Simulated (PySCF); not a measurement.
## Spin–spin coupling constants

Geometry:
```tsv
atom	x (Å)	y (Å)	z (Å)
F1	2.007	-1.094	-0.562
C2	1.355	-0.044	0.019
C3	-0.100	-0.136	-0.147
C4	-1.170	-0.723	-0.585
C5	-1.394	0.550	0.173
H6	1.601	-0.013	1.097
H7	1.718	0.901	-0.425
H8	-1.633	-1.547	-1.119
H9	-1.670	1.472	-0.366
H10	-1.787	0.519	1.202
```

Method: B3LYP/pcJ-1 (spin–dipole term only in couplings to heteroatoms)//PBE0-D3(BJ)/def2-SVP, PySCF 2.14; isolated molecule, single conformer, non-relativistic. Couplings are averaged over pairs made equivalent by symmetry, fast rotation or ring inversion, so a value needn't be that of the named pair in this geometry, while other rotamers aren't included; one pair stands for each set, and the list holds a selection of those of at least 0.8 Hz over up to four bonds. One-bond C–F couplings come out tens of Hz too large with common functionals.

Isotopes: ¹⁹F, ¹³C, ¹H.

```tsv
pair	bonds	J (Hz)
F1, C2	1	-251.2
C2, C3	1	69.7
C2, H6	1	156.3
C3, C4	1	68.9
C3, C5	1	?
C4, C5	1	?
C4, H8	1	246.7
C5, H9	1	?
F1, C3	2	22.8
F1, H6	2	?
C2, C4	2	?
C2, C5	2	?
C3, H6	2	-7.3
C3, H8	2	3.3
C3, H9	2	?
C4, H9	2	-1.1
C5, H8	2	3.4
H6, H7	2	-20.8
F1, C4	3	8.4
F1, C5	3	8.5
C2, H8	3	2.3
C2, H9	3	-1.8
H8, H9	3	?
F1, H8	4	5.9
H6, H8	4	-3.8
H6, H10	4	1.1
```

Estimate the withheld couplings, with signs.

Results:


- ¹J(C3,C5) = 10.3 Hz (bond length 1.499 Å)
- ¹J(C4,C5) = 14.0 Hz (bond length 1.499 Å)
- ¹J(C5,H9) = 174.6 Hz (bond length 1.103 Å, sp3 carbon)
- ²J(F1,H6) = 55.1 Hz (angle at C2 109°)
- ²J(C2,C4) = -5.0 Hz (angle at C3 152°)
- ²J(C2,C5) = 2.5 Hz (angle at C3 143°)
- ²J(C3,H9) = -1.5 Hz (angle at C5 120°)
- ³J(H8,H9) = -2.2 Hz (dihedral angle 75°)
